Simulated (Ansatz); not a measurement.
Consider the formal exchange of groups at the Na–O bond: `[OH][Na]` + CH₄ → `[CH3][Na]` + H₂O.

Computed with Ansatz on PBE0-D4/def2-TZVP structures; ΔE is electronic, products minus reactants. CCSD(T)/CBS is the MP2 limit (def2-TZVPP, def2-QZVPP) plus CCSD(T) − MP2 in def2-TZVPP, frozen cores. This one scheme is used for every species. For Na outer-core shells are correlated without core-valence functions, which leaves a few kJ/mol of doubt a bond.

```tsv
species	CCSD(T)/CBS(def2) energy (Eh)
`[OH][Na]`	-237.87975
CH₄	-40.46206
`[CH3][Na]`	-201.91112
H₂O	-76.37941
```

Problem. Work out ΔE.

Solution. ΔE = (-201.91112) + (-76.37941) − (-237.87975) − (-40.46206) = 0.05128 Eh = +32.2 kcal/mol.

Largest T1 diagnostic among the species: 0.012.

At CCSD(T), def2-SVP lies +1.1 kcal/mol from the extrapolated value and def2-TZVPP −1.7 kcal/mol. From PBE to PBE0 (25 % exact exchange), in def2-TZVPP and without D4, ΔE moves by +1.8 kcal/mol. Leaving LDA and LC-ωPBE aside and taking each functional with its dispersion term where it has one, the values, not all of them listed here, spread over 5.5 kcal/mol, from revPBE-D4 to ωB97X-V.
